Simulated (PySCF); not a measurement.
Geometries of 5 isomers of C5H10, from PBE0-D3(BJ)/def2-SVP geometry optimisation, gas phase in PySCF 2.14.0. One conformer each, no zero-point energy, no frequencies.

Question: Which is lowest in electronic energy at this level?
A.
```xyz
15
angstrom
C     -0.113    1.261   -1.457
C     -0.363    0.411   -0.454
C     -1.411   -0.658   -0.562
C      0.400    0.478    0.844
C      1.293   -0.734    1.100
H     -0.665    1.209   -2.400
H      0.648    2.041   -1.366
H     -2.165   -0.548    0.236
H     -1.928   -0.625   -1.531
H     -0.975   -1.663   -0.445
H      1.012    1.393    0.854
H     -0.320    0.576    1.676
H      1.846   -0.622    2.044
H      0.713   -1.667    1.168
H      2.029   -0.857    0.289
```
B.
```xyz
15
angstrom
C      2.116    0.233   -0.457
C      1.332   -0.164    0.751
C      0.035   -0.489    0.814
C     -0.959   -0.526   -0.305
C     -2.086    0.488   -0.123
H      2.970   -0.447   -0.613
H      1.515    0.234   -1.377
H      2.543    1.243   -0.333
H      1.899   -0.186    1.690
H     -0.370   -0.746    1.802
H     -0.462   -0.360   -1.273
H     -1.395   -1.540   -0.358
H     -2.832    0.407   -0.929
H     -2.610    0.335    0.834
H     -1.695    1.517   -0.123
```
C.
```xyz
15
angstrom
C      2.545   -0.303    0.241
C      1.193   -0.274   -0.391
C      0.030   -0.364    0.261
C     -1.326   -0.321   -0.371
C     -2.167    0.862    0.102
H      3.148   -1.144   -0.142
H      3.113    0.615    0.016
H      2.479   -0.403    1.335
H      1.168   -0.171   -1.485
H      0.050   -0.463    1.356
H     -1.864   -1.257   -0.137
H     -1.218   -0.293   -1.468
H     -3.167    0.853   -0.358
H     -2.302    0.845    1.195
H     -1.683    1.817   -0.156
```
D.
```xyz
15
angstrom
C      1.975   -0.525   -0.544
C      0.747    0.317   -0.650
C     -0.405    0.198    0.031
C     -0.676   -0.855    1.064
C     -1.541    1.151   -0.205
H      2.253   -0.943   -1.526
H      1.864   -1.365    0.155
H      2.837    0.077   -0.209
H      0.807    1.138   -1.376
H     -1.554   -1.460    0.778
H     -0.922   -0.393    2.035
H      0.168   -1.539    1.221
H     -1.305    1.886   -0.987
H     -2.455    0.611   -0.504
H     -1.794    1.702    0.718
```
E.
```xyz
15
angstrom
C      0.444    0.848    0.848
C      1.272   -0.173    0.066
C      0.243   -1.151   -0.543
C     -1.136   -0.474   -0.373
C     -0.828    0.974    0.014
H      0.193    0.451    1.847
H      0.967    1.804    1.001
H      2.026   -0.679    0.688
H      1.823    0.344   -0.738
H      0.266   -2.128   -0.037
H      0.467   -1.348   -1.602
H     -1.695   -0.958    0.444
H     -1.764   -0.552   -1.273
H     -0.620    1.575   -0.889
H     -1.657    1.466    0.546
```

Answer: E. That is cyclopentane, `C1CCCC1`, 14.1 kcal/mol below the next.

```
  SMILES                atoms numbered as above      E (Eh)  relative (kcal/mol)  relative (kJ/mol)  dipole (D)
 C1CCCC1  [CH2:1]1[CH2:2][CH2:3][CH2:4][CH2:5]1  -196.18429                  0.0                0.0        0.01
CC=C(C)C    [CH3:1][CH:2]=[C:3]([CH3:4])[CH3:5]  -196.16183                 14.1               58.9        0.22
C=C(C)CC   [CH2:1]=[C:2]([CH3:3])[CH2:4][CH3:5]  -196.15782                 16.6               69.5        0.57
C/C=C/CC   [CH3:1]/[CH:2]=[CH:3]/[CH2:4][CH3:5]  -196.15763                 16.7               70.0        0.06
C/C=C\CC   [CH3:1]/[CH:2]=[CH:3]\[CH2:4][CH3:5]  -196.15616                 17.6               73.8        0.26
```

As drawn, the highest has a C=C bond outside aromatic rings, which the lowest lacks.
